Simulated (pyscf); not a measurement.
Optimised with ωB97X-D3(BJ)/def2-SVP in PySCF. MP2 and CC: frozen core, UHF for open shells. ΔMP2 is the change of the MP2 total energy from the triple- to the quadruple-zeta basis.

Task: What is the homolytic dissociation enthalpy (298 K, CCSD(T)/def2-TZVPP + ΔMP2(QZVPP)) of the B–C bond of H₂B–CH=O, to BH₂• + •HC=O?

Result: B–C to BH₂• + •HC=O: 86.5 kcal/mol. The radicals are drawn with the spin at the cut bond; how far it spreads was not checked. H₂B–CH=O lies 78.8 kcal/mol over its isomer H₃C–B=O, and others may lie lower still (electronic energy, ωB97M-D3(BJ)). The CCSD(T) − MP2 part came from Ansatz, without density fitting, on the same reference.
